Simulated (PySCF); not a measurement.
Ligands exchanged one at a time, Si OH-H. Isolated molecules, 0 K electronic values unless said otherwise. One relaxed conformer stands for each flexible species; it need not be the lowest. Strings in code marks are SMILES.

These are PBE0-D3(BJ)/def2-TZVP run with PySCF 2.14.0 values and carry that method's errors. Delta-SCF ions had no search for a lower state. Excitations are Tamm–Dancoff values on a coarser integration grid. The basis has no diffuse functions, so Rydberg states are missing or too high.

```
species                                                                             HOMO (eV)  vertical ionisation energy (Delta-SCF) (eV)  S1–T1 gap (TDA) (eV)  HOMO–LUMO gap (eV)  S1 oscillator strength
---------------------------------------------------------------------------------  ----------  -------------------------------------------  --------------------  ------------------  ----------------------
0 of 4 OH replaced by H (`O[Si](O)(O)O`)                                           (withheld)                                        11.35            (withheld)                9.60                   0.009
1 of 4 OH replaced by H (`[SiH](O)(O)O`)                                                -8.80                                   (withheld)                  0.52                9.66                   0.070
2 of 4 OH replaced by H (`O[SiH2]O` (H–O–Si–O torsion 66°, O–Si–O–H torsion 66°))       -8.89                                        11.30                  0.40                9.41                   0.003
3 of 4 OH replaced by H (`O[SiH3]`)                                                     -8.73                                        11.23                  0.42                8.77              (withheld)
4 of 4 OH replaced by H                                                            (withheld)                                        12.43                     –               10.93                       –
```

Q: Complete the blanks.

A: 
- 0 of 4 OH replaced by H (`O[Si](O)(O)O`), HOMO (eV): -9.11
- 0 of 4 OH replaced by H (`O[Si](O)(O)O`), S1–T1 gap (TDA) (eV): 0.34
- 1 of 4 OH replaced by H (`[SiH](O)(O)O`), vertical ionisation energy (Delta-SCF) (eV): 11.17
- 3 of 4 OH replaced by H (`O[SiH3]`), S1 oscillator strength: 0.002
- 4 of 4 OH replaced by H, HOMO (eV): -9.86
